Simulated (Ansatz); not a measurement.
Born–Oppenheimer molecular dynamics of BClH$_{4}$ (6 atoms, charge 0, multiplicity 1). It starts at the highest image of a converged band, a first-order saddle point between two minima.

Computed with Ansatz 0.2.0, RKS PBE0/def2-SVP.

```yaml
ensemble: NVE (velocity Verlet)
time_step: 0.5 fs
steps_asked: 200
starting_velocities_drawn_for: 300 K
seed: 5047
```

First frame:

```xyz
6
Properties=species:S:1:pos:R:3
B -0.017 -0.124 0.103
H -0.032 0.303 1.288
H 1.022 0.107 -0.453
H -1.101 -0.091 -0.412
Cl 0.189 -2.189 0.754
H 0.067 -0.930 1.409
```

How far do the bonds stretch over the last three quarters of this one trajectory? (Pairs bonded in most of those frames.)


| bond | mean (Å) | spread (Å) | shortest | longest |
| --- | --- | --- | --- | --- |
| B1–H2 | 1.478 | 0.360 | 1.23 | 2.54 |
| B1–H3 | 1.203 | 0.011 | 1.19 | 1.23 |
| B1–H4 | 1.203 | 0.010 | 1.18 | 1.22 |
| B1–Cl5 | 2.031 | 0.196 | 1.60 | 2.18 |

Pairs bonded in part of these frames only: B1–H2 72 %, B1–H6 15 %, H2–H6 31 %, Cl5–H6 60 %.

Mean temperature of the second half: 729 K. The conserved energy stayed within 0.15 meV per atom of its start (net change 0.071 meV per atom), so the integration is sound. The kinetic energy rose, since the run started high on the potential surface and went downhill. It ends in pieces (BClH2 + H2), so much of that is their flight and rotation, not heat. A run of 0.1 ps of so small a system gives no equilibrium averages. The orbitals stay closed-shell, which can raise the energy where a bond breaks towards radicals; this wasn't checked here.

Run time: 3.6 min on 1 thread of Arm Neoverse V1, on a shared host, peak memory 0.09 GiB.
